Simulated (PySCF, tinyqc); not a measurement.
Inside a calculation. Method: RKS/BP86 in the sto-3g basis, for CH2, spin multiplicity 1. The lowest restricted solution is unstable here: a spin-polarised one lies 0.0194 hartree lower (PySCF). One step of it, computed by the program tinyqc.

Question. Iteration 2: building the Kohn-Sham matrix. J_ij = sum D_kl (ij|kl); F = H + J + V_xc; E = tr D H + tr D J / 2 + E_xc + E_nn.

D after iteration 1:
```
            1C 1s      1C 2s    1C 2px     1C 2py     1C 2pz      2H 1s      3H 1s
1C 1s    2.143097  -0.601752  0.000000   0.000000   0.025857   0.109943   0.109943
1C 2s   -0.601752   2.581865  0.000000   0.000000  -0.132236  -0.685278  -0.685278
1C 2px   0.000000   0.000000  0.000000   0.000000   0.000000   0.000000   0.000000
1C 2py   0.000000   0.000000  0.000000   0.124206   0.000000   0.312482  -0.312482
1C 2pz   0.025857  -0.132236  0.000000   0.000000   0.074123   0.275412   0.275412
2H 1s    0.109943  -0.685278  0.000000   0.312482   0.275412   1.826020   0.253714
3H 1s    0.109943  -0.685278  0.000000  -0.312482   0.275412   0.253714   1.826020
```

core Hamiltonian H = T + V (hartree):
```
             1C 1s      1C 2s     1C 2px     1C 2py     1C 2pz      2H 1s      3H 1s
1C 1s   -18.494276  -4.460083   0.000000   0.000000  -0.008758  -0.502836  -0.502836
1C 2s    -4.460083  -5.446485   0.000000   0.000000  -0.099049  -1.389760  -1.389760
1C 2px    0.000000   0.000000  -4.353482   0.000000   0.000000   0.000000   0.000000
1C 2py    0.000000   0.000000   0.000000  -4.461557   0.000000  -1.149602   1.149602
1C 2pz   -0.008758  -0.099049   0.000000   0.000000  -4.381561  -0.599540  -0.599540
2H 1s    -0.502836  -1.389760   0.000000  -1.149602  -0.599540  -2.858864  -0.189628
3H 1s    -0.502836  -1.389760   0.000000   1.149602  -0.599540  -0.189628  -2.858864
```

Two-electron integrals (ij|kl) in chemists' order, unique and non-zero (hartree):
```
(11|11) 3.541948    (21|11) 0.576921    (21|21) 0.111888    (22|11) 0.854682
(22|21) 0.205284    (22|22) 0.624709    (31|31) 0.020296    (32|31) 0.030858
(32|32) 0.137996    (33|11) 0.852436    (33|21) 0.205335    (33|22) 0.624568
(33|33) 0.672833    (41|41) 0.020296    (42|41) 0.030858    (42|42) 0.137996
(43|43) 0.036269    (44|11) 0.852436    (44|21) 0.205335    (44|22) 0.624568
(44|33) 0.600295    (44|44) 0.672833    (51|51) 0.020296    (52|51) 0.030858
(52|52) 0.137996    (53|53) 0.036269    (54|54) 0.036269    (55|11) 0.852436
(55|21) 0.205335    (55|22) 0.624568    (55|33) 0.600295    (55|44) 0.600295
(55|55) 0.672833    (61|11) 0.064558    (61|21) 0.012454    (61|22) 0.022846
(61|33) 0.022776    (61|41) 0.000639    (61|42) 0.001208    (61|44) 0.022948
(61|51) 0.000326    (61|52) 0.000616    (61|54) 0.000088    (61|55) 0.022821
(61|61) 0.001414    (62|11) 0.185396    (62|21) 0.045276    (62|22) 0.155809
(62|33) 0.151847    (62|41) 0.003783    (62|42) 0.028362    (62|44) 0.161156
(62|51) 0.001928    (62|52) 0.014456    (62|54) 0.004745    (62|55) 0.154265
(62|61) 0.005257    (62|62) 0.055555    (63|31) 0.004180    (63|32) 0.023268
(63|43) 0.005248    (63|53) 0.002675    (63|63) 0.006058    (64|11) 0.152793
(64|21) 0.037747    (64|22) 0.137727    (64|33) 0.131043    (64|41) 0.006836
(64|42) 0.045864    (64|44) 0.148997    (64|51) 0.001354    (64|52) 0.011518
(64|54) 0.006477    (64|55) 0.132980    (64|61) 0.004541    (64|62) 0.058117
(64|64) 0.065748    (65|11) 0.077880    (65|21) 0.019240    (65|22) 0.070201
(65|33) 0.066794    (65|41) 0.001354    (65|42) 0.011518    (65|44) 0.070596
(65|51) 0.004870    (65|52) 0.029138    (65|54) 0.007186    (65|55) 0.073132
(65|61) 0.002315    (65|62) 0.029623    (65|64) 0.030425    (65|65) 0.021566
(66|11) 0.364309    (66|21) 0.090386    (66|22) 0.355620    (66|33) 0.338548
(66|41) 0.008209    (66|42) 0.085649    (66|44) 0.378800    (66|51) 0.004184
(66|52) 0.043656    (66|54) 0.020517    (66|55) 0.349006    (66|61) 0.010562
(66|62) 0.172242    (66|64) 0.197750    (66|65) 0.100796    (66|66) 0.774606
(71|11) 0.064558    (71|21) 0.012454    (71|22) 0.022846    (71|33) 0.022776
(71|41) -0.000639   (71|42) -0.001208   (71|44) 0.022948    (71|51) 0.000326
(71|52) 0.000616    (71|54) -0.000088   (71|55) 0.022821    (71|61) 0.001371
(71|62) 0.004927    (71|64) 0.003961    (71|65) 0.002179    (71|66) 0.009818
(71|71) 0.001414    (72|11) 0.185396    (72|21) 0.045276    (72|22) 0.155809
(72|33) 0.151847    (72|41) -0.003783   (72|42) -0.028362   (72|44) 0.161156
(72|51) 0.001928    (72|52) 0.014456    (72|54) -0.004745   (72|55) 0.154265
(72|61) 0.004927    (72|62) 0.035983    (72|64) 0.028120    (72|65) 0.018692
(72|66) 0.083264    (72|71) 0.005257    (72|72) 0.055555    (73|31) 0.004180
(73|32) 0.023268    (73|43) -0.005248   (73|53) 0.002675    (73|63) 0.003556
(73|73) 0.006058    (74|11) -0.152793   (74|21) -0.037747   (74|22) -0.137727
(74|33) -0.131043   (74|41) 0.006836    (74|42) 0.045864    (74|44) -0.148997
(74|51) -0.001354   (74|52) -0.011518   (74|54) 0.006477    (74|55) -0.132980
(74|61) -0.003961   (74|62) -0.028120   (74|64) -0.019309   (74|65) -0.014400
(74|66) -0.063814   (74|71) -0.004541   (74|72) -0.058117   (74|74) 0.065748
(75|11) 0.077880    (75|21) 0.019240    (75|22) 0.070201    (75|33) 0.066794
(75|41) -0.001354   (75|42) -0.011518   (75|44) 0.070596    (75|51) 0.004870
(75|52) 0.029138    (75|54) -0.007186   (75|55) 0.073132    (75|61) 0.002179
(75|62) 0.018692    (75|64) 0.014400    (75|65) 0.013062    (75|66) 0.045284
(75|71) 0.002315    (75|72) 0.029623    (75|74) -0.030425   (75|75) 0.021566
(76|11) 0.023291    (76|21) 0.005705    (76|22) 0.020250    (76|33) 0.019753
(76|44) 0.020350    (76|51) 0.000421    (76|52) 0.003357    (76|55) 0.020625
(76|61) 0.000645    (76|62) 0.006166    (76|64) 0.005674    (76|65) 0.003639
(76|66) 0.017342    (76|71) 0.000645    (76|72) 0.006166    (76|74) -0.005674
(76|75) 0.003639    (76|76) 0.000886    (77|11) 0.364309    (77|21) 0.090386
(77|22) 0.355620    (77|33) 0.338548    (77|41) -0.008209   (77|42) -0.085649
(77|44) 0.378800    (77|51) 0.004184    (77|52) 0.043656    (77|54) -0.020517
(77|55) 0.349006    (77|61) 0.009818    (77|62) 0.083264    (77|64) 0.063814
(77|65) 0.045284    (77|66) 0.205513    (77|71) 0.010562    (77|72) 0.172242
(77|74) -0.197750   (77|75) 0.100796    (77|76) 0.017342    (77|77) 0.774606
```

nuclear repulsion = 4.60152651 hartree

V_xc (hartree):
```
            1C 1s      1C 2s     1C 2px     1C 2py     1C 2pz      2H 1s      3H 1s
1C 1s   -2.289798  -0.306592   0.000000   0.000000   0.001002  -0.034708  -0.034708
1C 2s   -0.306592  -0.489335   0.000000   0.000000  -0.002798  -0.140431  -0.140431
1C 2px   0.000000   0.000000  -0.464775   0.000000   0.000000   0.000000   0.000000
1C 2py   0.000000   0.000000   0.000000  -0.505711   0.000000  -0.138246   0.138246
1C 2pz   0.001002  -0.002798   0.000000   0.000000  -0.480730  -0.070101  -0.070101
2H 1s   -0.034708  -0.140431   0.000000  -0.138246  -0.070101  -0.520496  -0.017068
3H 1s   -0.034708  -0.140431   0.000000   0.138246  -0.070101  -0.017068  -0.520496
```

E_xc = sum of w rho eps_xc = -6.02219900 hartree

Give: Coulomb J; Kohn-Sham matrix F; total energy of this density.

Answer.

Coulomb J (hartree):
```
          1C 1s   1C 2s  1C 2px   1C 2py  1C 2pz   2H 1s    3H 1s
1C 1s   10.4114  1.9552  0.0000   0.0000  0.0103  0.2187   0.2187
1C 2s    1.9552  4.4628  0.0000   0.0000  0.1334  1.1998   1.1998
1C 2px   0.0000  0.0000  4.3889   0.0000  0.0000  0.0000   0.0000
1C 2py   0.0000  0.0000  0.0000   4.5464  0.0000  1.1050  -1.1050
1C 2pz   0.0103  0.1334  0.0000   0.0000  4.4357  0.5822   0.5822
2H 1s    0.2187  1.1998  0.0000   1.1050  0.5822  3.3485   0.1568
3H 1s    0.2187  1.1998  0.0000  -1.1050  0.5822  0.1568   3.3485
```

Kohn-Sham matrix F (hartree):
```
           1C 1s    1C 2s   1C 2px   1C 2py   1C 2pz    2H 1s    3H 1s
1C 1s   -10.3727  -2.8115   0.0000   0.0000   0.0025  -0.3188  -0.3188
1C 2s    -2.8115  -1.4730   0.0000   0.0000   0.0315  -0.3304  -0.3304
1C 2px    0.0000   0.0000  -0.4293   0.0000   0.0000   0.0000   0.0000
1C 2py    0.0000   0.0000   0.0000  -0.4208   0.0000  -0.1828   0.1828
1C 2pz    0.0025   0.0315   0.0000   0.0000  -0.4266  -0.0875  -0.0875
2H 1s    -0.3188  -0.3304   0.0000  -0.1828  -0.0875  -0.0309  -0.0499
3H 1s    -0.3188  -0.3304   0.0000   0.1828  -0.0875  -0.0499  -0.0309
```

total energy of this density = -37.909703 hartree
